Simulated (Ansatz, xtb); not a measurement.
# A geometry optimisation of C2H2Mg with r2SCAN-D4/def2-SVP

The starting geometry of this gas-phase triplet was built from a drawn formula by distance geometry and a force field; its bonds are those of `[C]1[CH2][Mg]1`.

```xyz
5

C    -0.5548    0.8127   -2.6398
C     0.2578    1.2827   -1.4487
Mg   -1.6862    0.4983   -0.7461
H     1.1741    0.6731   -1.3071
H     0.3771    2.3918   -1.4388
```

Task: Where would you expect an optimisation with r2SCAN-D4/def2-SVP to take it?

Result: A bond breaks, giving a structure given below by its coordinates. Distances that change by over a tenth: C1–C2 (1.52 → 1.32 Å). Contacts that open: C2–Mg3 (2.21 → 3.38 Å).

The energy falls by 1.82 eV over 11 steps:

```tsv
step	E − E(last) (eV)
1	1.820
2	1.121
3	0.822
4	0.578
5	0.441
7	0.175
8	0.059
9	0.004
10	0.000
11	0.000
```

Final geometry (Å):

```tsv
atom	x (Å)	y (Å)	z (Å)
C	-0.6507	0.8889	-1.4338
C	0.5517	1.4061	-1.6100
Mg	-2.5212	0.0846	-1.1580
H	1.4683	0.7895	-1.6305
H	0.7199	2.4893	-1.7482
```

From the same start GFN2-xTB reaches the same bonding as this run.

The end wasn't checked by frequencies. Open shells are spin-unrestricted. The triplet needn't be the ground state. Run with Ansatz 0.2.0, 24 s on 2 threads of Intel(R) Xeon(R) Processor @ 2.70GHz, with other jobs on the host.
